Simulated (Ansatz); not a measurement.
## Ca: computed properties

All numbers below come from DFT r2SCAN, scalar-relativistic, plane waves, PAW in Ansatz.

Cutoff 500 eV; k points 12×12×8 on the computed 2-atom cell (Γ-centred); Gaussian smearing, width 0.10 eV; no spin polarisation.

The structure is relaxed at this level of theory with its symmetry kept. This form isn't the element's structure at ambient conditions.

Symmetry: P6_3/mmc, No. 194, hexagonal system. The conventional cell has a = 3.939 Å, b = 3.939 Å, c = 6.457 Å, α = 90.00°, β = 90.00°, γ = 120.00°. Ca (site symmetry -6m2) is surrounded by 12 Ca at 3.94 to 3.95 Å.

```
Volume per atom                                                   : 43.38 Å³
Formation energy from the elements' standard states (uncorrected) : +0.008 eV/atom
Generalised Kohn–Sham band gap                                    : none (metal)
Density of states at the Fermi level                              : 2.01 states/eV per cell
Bulk modulus                                                      : 17.7 GPa
Its pressure derivative                                           : 3.2
```

Cost: 9 runs of about 5.3 core-minutes in all, on Oxide Virtual Turin-like Processor (Zen 5) (shared hosts).